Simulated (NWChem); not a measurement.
The numbers come from NWChem runs, not from measurements. System: acetamide (C2H5NO), charge 0, spin multiplicity 1, at a geometry optimised with PBE0/def2-SVP. Level: LDA (SVWN5)/def2-TZVP.

Input file:

```
start mol
memory heap 200 mb stack 900 mb global 1100 mb
geometry units angstroms nocenter noautoz noautosym
  C     -0.718144     1.199576    -0.001492
  C      0.169320    -0.027425    -0.005554
  N     -0.497316    -1.215645    -0.022461
  O      1.379611     0.036013     0.023844
  H     -1.153698     1.342204     1.000205
  H     -1.545830     1.115648    -0.721819
  H     -0.105326     2.075420    -0.243647
  H      0.046232    -2.067891     0.010226
  H     -1.504106    -1.276878    -0.036216
end
basis spherical
  * library def2-tzvp
end
dft
  xc slater vwn_5
  semidirect memsize 60000000 filesize 0
  iterations 100
end
task dft energy
```

Part of the output:

```
             Northwest Computational Chemistry Package (NWChem) 7.3.0
             --------------------------------------------------------

                                NWChem Input Module
                                -------------------

 Scaling coordinates for geometry "geometry" by  1.889725989
 (inverse scale =  0.529177249)

                             Geometry "geometry" -> ""
                             -------------------------

 Output coordinates in angstroms (scale by  1.889725989 to convert to a.u.)

  No.       Tag          Charge          X              Y              Z
 ---- ---------------- ---------- -------------- -------------- --------------
    1 C                    6.0000    -0.71814400     1.19957600    -0.00149200
    2 C                    6.0000     0.16932000    -0.02742500    -0.00555400
    3 N                    7.0000    -0.49731600    -1.21564500    -0.02246100
    4 O                    8.0000     1.37961100     0.03601300     0.02384400
    5 H                    1.0000    -1.15369800     1.34220400     1.00020500
    6 H                    1.0000    -1.54583000     1.11564800    -0.72181900
    7 H                    1.0000    -0.10532600     2.07542000    -0.24364700
    8 H                    1.0000     0.04623200    -2.06789100     0.01022600
    9 H                    1.0000    -1.50410600    -1.27687800    -0.03621600

 Effective nuclear repulsion energy (a.u.)     121.7881825598

            Nuclear Dipole moment (a.u.)
            ----------------------------
        X                 Y               Z
 ---------------- ---------------- ----------------
     0.0000075589    -0.0000037795    -0.0000037795


 Summary of "ao basis" -> "" (spherical)
 ------------------------------------------------------------------------------
       Tag                 Description            Shells   Functions and Types
 ---------------- ------------------------------  ------  ---------------------
 *                         def2-tzvp                  on all atoms

                                 NWChem DFT Module
                                 -----------------

 Summary of "ao basis" -> "ao basis" (spherical)
 ------------------------------------------------------------------------------
       Tag                 Description            Shells   Functions and Types
 ---------------- ------------------------------  ------  ---------------------
 C                         def2-tzvp                11       31   5s3p2d1f
 N                         def2-tzvp                11       31   5s3p2d1f
 O                         def2-tzvp                11       31   5s3p2d1f
 H                         def2-tzvp                 4        6   3s1p

 Summary of "ao basis" -> "ao basis" (spherical)
 ------------------------------------------------------------------------------
       Tag                 Description            Shells   Functions and Types
 ---------------- ------------------------------  ------  ---------------------
 C                         def2-tzvp                11       31   5s3p2d1f
 N                         def2-tzvp                11       31   5s3p2d1f
 O                         def2-tzvp                11       31   5s3p2d1f
 H                         def2-tzvp                 4        6   3s1p

            General Information
            -------------------
          SCF calculation type: DFT
          Wavefunction type:  closed shell.
          No. of atoms     :     9
          No. of electrons :    32
           Alpha electrons :    16
            Beta electrons :    16
          Charge           :     0
          Spin multiplicity:     1
          Use of symmetry is: off; symmetry adaption is: off
          Maximum number of iterations: 100
          AO basis - number of functions:   154
                     number of shells:    64
          Convergence on energy requested:  1.00D-06
          Convergence on density requested:  1.00D-05
          Convergence on gradient requested:  5.00D-04

              XC Information
              --------------
                        Slater Exchange Functional  1.000 local
                      VWN V Correlation Functional  1.000 local

             Grid Information
             ----------------
          Grid used for XC integration:  medium
          Radial quadrature: Mura-Knowles
          Angular quadrature: Lebedev.
          Tag              B.-S. Rad. Rad. Pts. Rad. Cut. Ang. Pts.
          ---              ---------- --------- --------- ---------
          C                   0.70       49          10.0       434
          N                   0.65       49          10.0       434
          O                   0.60       49          10.0       434
          H                   0.35       45          11.0       434
          Grid pruning is: on
          Number of quadrature shells:   421
          Spatial weights used:  Erf1

          Convergence Information
          -----------------------
          Convergence aids based upon iterative change in
          total energy or number of iterations.
          Levelshifting, if invoked, occurs when the
          HOMO/LUMO gap drops below (HL_TOL):  1.00D-02
          DIIS, if invoked, will attempt to extrapolate
          using up to (NFOCK): 10 stored Fock matrices.

                    Damping( 0%)  Levelshifting(0.5)       DIIS
                  --------------- ------------------- ---------------
          dE  on:    start            ASAP                start
          dE off:    2 iters        100 iters           100 iters

      Screening Tolerance Information
      -------------------------------
          Density screening/tol_rho:  1.00D-10
          AO Gaussian exp screening on grid/accAOfunc:  14
          CD Gaussian exp screening on grid/accCDfunc:  20
          XC Gaussian exp screening on grid/accXCfunc:  20
          Schwarz screening/accCoul:  1.00D-08

      Superposition of Atomic Density Guess
      -------------------------------------

 Sum of atomic energies:        -206.93756147

      Non-variational initial energy
      ------------------------------

 Total energy =    -209.163884
 1-e energy   =    -521.218484
 2-e energy   =     190.266418
 HOMO         =      -0.361764
 LUMO         =      -0.104421

------------------------------------------------------------
EAF file 0: "./mol.aoints.0" size=524288 bytes
------------------------------------------------------------
               write      read    awrite     aread      wait
               -----      ----    ------     -----      ----
     calls:        1         0         0         0         0
   data(b): 5.24e+05  0.00e+00  0.00e+00  0.00e+00
   time(s): 0.00e+00  0.00e+00  0.00e+00  0.00e+00  0.00e+00
rate(mb/s): 0.00e+00  0.00e+00
------------------------------------------------------------

   convergence    iter        energy       DeltaE   RMS-Dens  Diis-err    time
 ---------------- ----- ----------------- --------- --------- ---------  ------
 d= 0,ls=0.0,diis     1   -207.4351847225 -3.29D+02  4.43D-02  2.50D+00     5.0
 d= 0,ls=0.0,diis     2   -206.5827998838  8.52D-01  2.74D-02  9.66D+00     6.1
 d= 0,ls=0.0,diis     3   -207.4960356250 -9.13D-01  4.71D-03  1.03D+00     7.1
 d= 0,ls=0.0,diis     4   -207.5721019996 -7.61D-02  1.49D-03  2.13D-01     8.0
 d= 0,ls=0.0,diis     5   -207.5911517408 -1.90D-02  5.59D-04  1.92D-02     9.0
  Resetting Diis
 d= 0,ls=0.0,diis     6   -207.5930787847 -1.93D-03  1.39D-04  1.45D-03     9.9
 d= 0,ls=0.0,diis     7   -207.5932290330 -1.50D-04  2.33D-04  1.39D-04    10.9
 d= 0,ls=0.0,diis     8   -207.5931463988  8.26D-05  1.64D-04  9.69D-04    11.9
 d= 0,ls=0.0,diis     9   -207.5932438856 -9.75D-05  1.70D-05  3.07D-05    12.9
 d= 0,ls=0.0,diis    10   -207.5932468366 -2.95D-06  6.26D-06  1.54D-06    13.9
 d= 0,ls=0.0,diis    11   -207.5932470178 -1.81D-07  4.76D-07  2.55D-08    14.9

         Total DFT energy =     -207.593247017843
      One electron energy =     -524.833900358629
           Coulomb energy =      221.870147323720
    Exchange-Corr. energy =      -26.417676542721
 Nuclear repulsion energy =      121.788182559787

 Numeric. integr. density =       32.000003788112

     Total iterative time =     14.3s

                       DFT Final Molecular Orbital Analysis
                       ------------------------------------

 Vector   14  Occ=2.000000D+00  E=-3.325636D-01
              MO Center= -1.9D-01,  4.1D-01,  9.1D-02, r^2= 2.7D+00
   Bfn.  Coefficient  Atom+Function         Bfn.  Coefficient  Atom+Function
  ----- ------------  ---------------      ----- ------------  ---------------
     8      0.230763  1 C  pz               101     -0.225647  4 O  pz
   126      0.186884  5 H  s                 39     -0.183332  2 C  pz
   104     -0.176500  4 O  pz                70     -0.170525  3 N  pz
    11      0.157480  1 C  pz                73     -0.144874  3 N  pz
    42     -0.138245  2 C  pz               132     -0.125950  6 H  s

 Vector   15  Occ=2.000000D+00  E=-2.450560D-01
              MO Center=  1.9D-01, -7.3D-01, -9.2D-03, r^2= 2.0D+00
   Bfn.  Coefficient  Atom+Function         Bfn.  Coefficient  Atom+Function
  ----- ------------  ---------------      ----- ------------  ---------------
    70      0.356822  3 N  pz                76      0.304142  3 N  pz
   101     -0.303971  4 O  pz                73      0.296521  3 N  pz
   104     -0.240613  4 O  pz               107     -0.176310  4 O  pz
   133     -0.053484  6 H  s                 45     -0.046133  2 C  pz
    12     -0.040737  1 C  px                54      0.038206  2 C  d  1

 Vector   16  Occ=2.000000D+00  E=-2.147489D-01
              MO Center=  9.6D-01,  6.8D-02,  1.4D-02, r^2= 1.6D+00
   Bfn.  Coefficient  Atom+Function         Bfn.  Coefficient  Atom+Function
  ----- ------------  ---------------      ----- ------------  ---------------
   100      0.440221  4 O  py               103      0.346895  4 O  py
     5     -0.336065  1 C  s                 67      0.269336  3 N  s
   106      0.264049  4 O  py                44      0.183522  2 C  py
     6     -0.118649  1 C  px                12     -0.114080  1 C  px
    35     -0.106871  2 C  s                  7      0.097162  1 C  py

 Vector   17  Occ=0.000000D+00  E=-2.179241D-02
              MO Center=  1.4D-01,  2.6D-02,  1.8D-02, r^2= 2.5D+00
   Bfn.  Coefficient  Atom+Function         Bfn.  Coefficient  Atom+Function
  ----- ------------  ---------------      ----- ------------  ---------------
   127      0.508150  5 H  s                133     -0.420788  6 H  s
    42     -0.413479  2 C  pz                39     -0.386226  2 C  pz
    45     -0.386913  2 C  pz               107      0.338919  4 O  pz
    76      0.321639  3 N  pz               101      0.283273  4 O  pz
    14     -0.231302  1 C  pz               104      0.220691  4 O  pz

 Vector   18  Occ=0.000000D+00  E=-4.311065D-03
              MO Center= -1.3D+00, -7.3D-01, -3.0D-02, r^2= 5.7D+00
   Bfn.  Coefficient  Atom+Function         Bfn.  Coefficient  Atom+Function
  ----- ------------  ---------------      ----- ------------  ---------------
     5      2.837482  1 C  s                 67      1.299291  3 N  s
   151     -1.276948  9 H  s                 36     -1.181497  2 C  s
   133     -0.970947  6 H  s                127     -0.914094  5 H  s
   139     -0.746199  7 H  s                145     -0.692034  8 H  s
    44     -0.364372  2 C  py                98      0.350557  4 O  s

 Vector   19  Occ=0.000000D+00  E= 4.235293D-02
              MO Center= -6.0D-01, -4.6D-01,  7.3D-02, r^2= 7.9D+00
   Bfn.  Coefficient  Atom+Function         Bfn.  Coefficient  Atom+Function
  ----- ------------  ---------------      ----- ------------  ---------------
     5      3.427333  1 C  s                127     -1.540654  5 H  s
   133     -1.493846  6 H  s                145      1.358637  8 H  s
    36     -1.307365  2 C  s                 67     -0.838400  3 N  s
   139     -0.653660  7 H  s                 75      0.337104  3 N  py
    12     -0.330058  1 C  px                43      0.247148  2 C  px

------------------------------------------------------------
EAF file 0: "./mol.aoints.0" size=524288 bytes
------------------------------------------------------------
               write      read    awrite     aread      wait
               -----      ----    ------     -----      ----
     calls:        1        10         0         0         0
   data(b): 5.24e+05  5.24e+06  0.00e+00  0.00e+00
   time(s): 0.00e+00  0.00e+00  0.00e+00  0.00e+00  0.00e+00
rate(mb/s): 0.00e+00  0.00e+00
------------------------------------------------------------

 center of mass
 --------------
 x =   0.13510511 y =  -0.03787071 z =  -0.00028408

 moments of inertia (a.u.)
 ------------------
         189.061197392310           9.742417624243          -2.598304643092
           9.742417624243         170.668653472726          -1.547375225484
          -2.598304643092          -1.547375225484         348.222829723053

     Multipole analysis of the density
     ---------------------------------

     L   x y z        total         alpha         beta         nuclear
     -   - - -        -----         -----         ----         -------
     0   0 0 0     -0.000000    -16.000000    -16.000000     32.000000

     1   1 0 0     -1.465171     -0.732589     -0.732589      0.000008
     1   0 1 0     -0.421172     -0.210584     -0.210584     -0.000004
     1   0 0 1      0.005018      0.002511      0.002511     -0.000004

     2   2 0 0    -20.047446    -56.841180    -56.841180     93.634914
     2   1 1 0      0.362876      4.170354      4.170354     -7.977832
     2   1 0 1     -0.060520     -0.717019     -0.717019      1.373518
     2   0 2 0    -14.810144    -64.994687    -64.994687    115.179230
     2   0 1 1     -0.026264     -0.450208     -0.450208      0.874152
     2   0 0 2    -18.892556    -12.286151    -12.286151      5.679745

 Task  times  cpu:       14.9s     wall:       14.9s

 Total times  cpu:       14.9s     wall:       14.9s
```
